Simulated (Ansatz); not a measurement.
α-quartz (SiO2), treated with Hartree–Fock in Ansatz (PAW).

Numerical settings: plane-wave cutoff 460 eV, 6×6×4 k mesh (along the axes of the cell as run), Fermi–Dirac smearing 0.01 eV, scalar-relativistic PAW data made under PBE.

The cell has the measured lattice parameters. Conventional cell: a = 4.9134 Å, b = 4.9134 Å, c = 5.4051 Å, α = 90.00°, β = 90.00°, γ = 120.00°.

```
O2Si
1.0
    2.45672    -4.25516     0.00000
    2.45672     4.25516     0.00000
    0.00000     0.00000     5.40512
Si O
3 6
Direct
  0.00000   0.47000   0.33333
  0.53000   0.53000   0.00000
  0.47000   0.00000   0.66667
  0.26780   0.41460   0.21457
  0.58540   0.85320   0.88124
  0.73220   0.14680   0.45210
  0.85320   0.58540   0.11876
  0.41460   0.26780   0.78543
  0.14680   0.73220   0.54790
```

Question: List the 30 lowest band energies at Γ above −25 eV (eV, relative to the valence band maximum), grouping those that round alike.

Answer: At Γ: -23.68 (×2), -22.95, -22.93 (×2), -9.57 (×2), -6.28, -6.05, -6.02 (×2), -3.61 (×2), -3.40, -2.96, -1.66 (×2), -1.64, -1.23 (×2), -0.85, -0.36 (×2), 16.56, 20.32 (×2), 21.11 (×2), 22.92, 23.70.

Note: the run warned that its exchange threshold was loose for the stress; cell and atoms aren't relaxed at this level (largest force component 0.30 eV/Å, pressure -2.7 GPa).

Ansatz is a program for electronic structure.
